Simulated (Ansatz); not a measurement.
We consider rutile PbO₂, described by PBEsol (Ansatz, a quantum-chemistry and plane-wave program, PAW).

A relaxed, unreconstructed slab of the (101) face has 36 atoms, two equal faces of 30.246 Å² each and an energy of -154485.9632 eV. A bulk cell of 12 atoms with the same orientation and in-plane k mesh has -51496.5979 eV. Energies are extrapolated to zero smearing.

Run with plane-wave cutoff 500 eV, 10×8×1 k mesh (along the axes of the cell as run), Fermi–Dirac smearing 0.05 eV, scalar-relativistic PAW data made under PBE.

Worked out: γ = (E_slab − N E_bulk per atom)/2A = [-154485.9632 − 36 × (-51496.5979/12)]/(2 × 30.246) = 0.0633 eV/Å². With 16.022 J/m² per eV/Å² this is 1.01 J/m², or 1.92 eV per surface cell and face.
